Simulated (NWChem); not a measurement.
Species: silicon monoxide (SiO, singlet); SMILES [Si]=O

Results from NWChem. Pople sets run with spherical d functions. Low-valent species are run as closed-shell singlets; no triplet was tried in these runs. All runs use the structure optimised with PBE0/def2-SVP. B3LYP is NWChem's, with the RPA form of VWN correlation. Total energies compare along this basis series because the functional is fixed.

```tsv
level	basis functions	energy (Ha)	highest occupied level (eV)	orbital gap (eV)	dipole (D)
B3LYP/STO-3G	14	-360.2815	-4.13	7.48	1.29
B3LYP/3-21G	22	-362.7805	-8.21	6.52	2.00
B3LYP/6-31G*	32	-364.7166	-8.41	6.52	2.63
B3LYP/6-31+G*	40	-364.7251	-8.65	6.38	3.22
B3LYP/def2-SVP	32	-364.5831	-8.41	6.52	2.67
B3LYP/def2-SVPD	47	-364.5943	-8.68	6.43	3.24
B3LYP/def2-TZVP	68	-364.7863	-8.55	6.37	3.15
B3LYP/6-311++G**	52	-364.7716	-8.66	6.37	3.29
B3LYP/aug-cc-pVTZ	96	-364.7856	-8.61	6.31	3.21
```
